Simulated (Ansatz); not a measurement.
Two structures, one formula

Two relaxed structures of C2H4N (charge -1), closed shell (PBE0-D4/def2-TZVPD; forces vanish, vibrations not checked).

A:

C1  (-0.963, -0.135, -0.660)
N2  (-0.328, -0.281, 0.481)
C3  (0.907, 0.086, 0.743)
H4  (-1.990, -0.483, -0.750)
H5  (-0.498, 0.332, -1.543)
H6  (1.552, 0.573, -0.005)
H7  (1.319, -0.093, 1.734)
(Å)

B:

```
7
angstrom
C -0.9498 -0.1399 -0.6140
N 0.9853 -0.1117 0.6871
C -0.3852 -0.4119 0.5826
H -1.9872 -0.3801 -0.8346
H -0.3843 0.3379 -1.4451
H 1.3596 0.5591 0.0002
H 1.2880 0.1216 1.6178
```

Ansatz 0.2.0; basis: def2-TZVPPD; cores frozen in the correlated methods. B3LYP uses VWN-RPA correlation.

Question: Which structure is lower at CCSD(T), and by how much? (To be estimated.)

Answer: By the calculation: A, by 21.0 kJ/mol (electronic energy, against the other). By their contacts, A is C₂H₄N ([CH2][N][CH2]), total charge -1 and B is C₂H₄N ([CH2][C][NH2]), total charge -1.

All methods give the same order:

```tsv
method	E(B) − E(A) (kJ/mol)
PBE-D4	42.0
r2SCAN-D4	38.3
PBE0-D4	35.1
B3LYP-D4	37.1
wB97M-V	19.9
HF	4.1
MP2	28.5
CCSD	17.0
CCSD(T)	21.0
```

The T1 diagnostic stays at or below 0.020. The highest PBE0 orbital of the anion lies well above zero, so the extra electron may be unbound in the gas phase.

Labels in which every atom is bracketed show which atoms are joined, not bond orders.

For scale, one of the runs: CCSD(T)/def2-TZVPPD, 179 basis functions, launched by `ansatz run in.yaml --threads 2 --pin off --events-out ev --progress --plain --max-ram 4352MiB`. Hardware: 2 CPU threads of an Arm Neoverse V2, shared host. Wall time 25 s; peak host memory 1.8 GiB.
